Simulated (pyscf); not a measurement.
Structures and frequencies: ωB97X-D3(BJ)/def2-SVP in PySCF.

Question: Estimate the classical barrier height and the reaction energy of F–Ga(SH)–Cl (SMILES [F][Ga]([SH])[Cl]) + HCl (SMILES Cl) → HS–Ga(Cl)–Cl (SMILES [SH][Ga]([Cl])[Cl]) + HF (SMILES F) at ωB97M-D3(BJ)/def2-TZVP. The step runs on the singlet surface, breaks F–Ga, Cl–H and forms Cl–Ga, F–H; take the separated reactants as zero.

Answer: ΔE‡ = -3.2 kcal/mol, ΔE = -6.8 kcal/mol. Zero-point energy shifts the barrier by +0.2 kcal/mol. It is a four-centre exchange, with an imaginary mode of 454i cm⁻¹. On the reactant side the descent ends in an adduct with a Cl–Ga contact, 9.3 kcal/mol under the separated species and 3.5 kcal/mol under the saddle at ωB97X-D3(BJ)/def2-TZVP. On the product side the descent ends in an adduct with a F–Ga contact, 9.1 kcal/mol under the separated species and 12.2 kcal/mol under the saddle at ωB97X-D3(BJ)/def2-TZVP. At ωB97M-D3(BJ) the saddle lies under the separated reactants, which points to a path from their complex (located at ωB97X-D3(BJ) alone). What is counted as formed (Cl–Ga) is already present as a longer contact in the reactant adduct; forming that adduct is a step of its own. What is counted as broken (F–Ga) persists as a longer contact in the product adduct; parting that adduct is a step of its own. At ωB97X-D3(BJ) the barrier from the zero used here is -5.8 kcal/mol. This is the saddle that the search found; another between the same sides may lie lower. Elements up to Kr have no core potential and no relativistic terms here.
